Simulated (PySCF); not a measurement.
Isomers of C4H5NO. Method used: TDDFT wB97X-D/def2-SVPD, vertical, gas phase, core orbitals frozen in the response (PySCF). Geometries: GFN2-xTB; one conformer of each isolated species. Triplets are in the Tamm–Dancoff approximation.

A. `O=C=NC1CC1`
B. `Nc1ccco1`
C. `NCC#CC=O`
D. `[H]/N=C(/C=C)C=O`

Lowest singlet levels (six at most, fewer where fewer were computed) with oscillator strengths:

1. 3.95 eV (f 0.000); 4.75 eV (f 0.000); 5.73 eV (f 0.151); 6.13 eV (f 0.000); 6.81 eV (f 0.123); 6.82 eV (f 0.003); T1 3.40 eV
2. 3.20 eV (f 0.001); 4.25 eV (f 0.000); 4.78 eV (f 0.094); 6.38 eV (f 0.000); 6.75 eV (f 0.001); 6.97 eV (f 0.160); T1 2.66 eV
3. 5.46 eV (f 0.008); 5.77 eV (f 0.228); 6.38 eV (f 0.010); 6.73 eV (f 0.046); 6.80 eV (f 0.036); 7.32 eV (f 0.001); T1 3.89 eV
4. 6.06 eV (f 0.001); 7.12 eV (f 0.011); 7.60 eV (f 0.002); 8.05 eV (f 0.001); 8.10 eV (f 0.068); 8.11 eV (f 0.012); T1 5.79 eV

Problem. Match each spectrum to its molecule.

Solution. 1 = C, 2 = D, 3 = B, 4 = A.
- A: S1 at 6.06 eV, HOMO→LUMO (77%), HOMO→LUMO+4 (9%), HOMO→LUMO+1 (8%); Löwdin shares by element: HOMO nitrogen 29%, carbon 26% or more, oxygen 19% (atoms not listed hold the other 26%); LUMO carbon 48% or more, oxygen 16%, nitrogen 13% (atoms not listed hold the other 23%); HOMO -9.33 and LUMO 1.88 eV; point group Cs.
- B: S1 at 5.46 eV, HOMO→LUMO (94%); Löwdin shares by element: HOMO carbon 58% or more, nitrogen 19% (atoms not listed hold the other 23%); LUMO hydrogen 29% or more, carbon 16% or more, nitrogen 13% (atoms not listed hold the other 41%); HOMO -7.33 and LUMO 2.33 eV.
- C: S1 at 3.95 eV, HOMO-1→LUMO (93%); Löwdin shares by element: HOMO nitrogen 60%, carbon 26% or more; LUMO carbon 62% or more, oxygen 28%; HOMO -9.53 and LUMO -0.18 eV; point group Cs, 3 of its 6 listed states under f = 0.0005.
- D: S1 at 3.20 eV, HOMO→LUMO (94%); Löwdin shares by element: HOMO nitrogen 32%, carbon 26% or more, oxygen 25% (atoms not listed hold the other 18%); LUMO carbon 37% or more, nitrogen 22%, oxygen 16% (atoms not listed hold the other 24%); HOMO -9.71 and LUMO -1.10 eV; point group Cs, 2 of its 6 listed states under f = 0.0005.
